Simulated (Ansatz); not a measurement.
A made-up structure of CH$_{2}$BO (charge +1), closed shell:

```csv
atom,x (Å),y (Å),z (Å)
B1,-1.9108,0.3171,-0.4044
C2,-0.5559,-0.1012,-0.6504
O3,0.5173,-0.0544,0.1960
H4,-2.7706,0.4369,0.3499
H5,0.7888,-0.8464,0.7075
```

It is relaxed with PBE-D4/def2-SVP and then PBE0-D4/def2-TZVP (Ansatz 0.2.0). Atoms count as bonded within 1.22 times the sum of their covalent radii (H–H: 0.88 Å). The end point is not checked to be a true minimum.

Task: Does its bonding change? (Judge from chemistry; the calculation decides.)

Result: By the calculation: No: no bond forms or breaks.

Where it ends: The first stage lowers the energy by 1.40 eV in 12 steps. It ends as CH₂BO ([BH][C][OH]), total charge +1:
B1  (-1.932, 0.339, -0.092)
C2  (-0.587, -0.059, 0.051)
O3  (0.635, -0.076, 0.110)
H4  (-3.087, 0.503, -0.179)
H5  (1.040, -0.956, 0.309)
(Å)

Labels in which every atom is bracketed show which atoms are joined, not bond orders.

For scale, one of the runs: PBE0-D4/def2-TZVP relaxation, 105 basis functions, launched by `ansatz run in.yaml --threads 2 --pin off --events-out ev --progress --plain --max-ram 4352MiB`. Hardware: 2 CPU threads of an Arm Neoverse V1, shared host. Wall time about 9.5 s.
